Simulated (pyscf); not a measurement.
H₂B–NH₂ + water (H₂O) → H₂B–OH + ammonia (NH₃), a four-centre exchange (singlet surface; B–N, H–O broken, B–O, H–N formed). Single points on ωB97X-D3(BJ)/def2-SVP structures (PySCF, gas phase). MP2 and CC: frozen core, UHF for open shells. ΔMP2 is the change of the MP2 total energy from the triple- to the quadruple-zeta basis. Energies in kcal/mol from the separated reactants.

Small-basis levels: PySCF, no dispersion term, spherical d functions. 

Problem. Quick SVWN5/6-31G* single points give ΔE‡ = -13.2 kcal/mol and ΔE = -2.7 kcal/mol. What does CCSD(T)/def2-TZVPP + ΔMP2(QZVPP) give, and how far is the quick result from it?

Solution. CCSD(T)/def2-TZVPP + ΔMP2(QZVPP) gives ΔE‡ = 13.8 kcal/mol and ΔE = +0.7 kcal/mol. SVWN5/6-31G* lies 27.0 kcal/mol under it in the barrier and 3.4 kcal/mol under it in the reaction energy, so on this step it does not hold to within 3.0 kcal/mol. At SVWN5/6-31G* this geometry lies under one side, so its ΔE‡ may be no barrier of that level. CCSD(T)/def2-TZVPP + ΔMP2(QZVPP) has limits of its own. On the product side the descent ends in an adduct with a B–N contact, 13.1 kcal/mol under the separated species and 24.7 kcal/mol under the saddle at ωB97X-D3(BJ)/def2-TZVP. What is counted as broken (B–N) persists as a longer contact in the product adduct; parting that adduct is a step of its own. The reactants may also form a dative adduct at H₂B–NH₂; it and routes through it were not searched. At ωB97X-D3(BJ) the barrier from the zero used here is 11.5 kcal/mol. One saddle was located; it need not be the lowest between these sides. The CCSD(T) − MP2 part came from Ansatz, without density fitting, on the same reference.
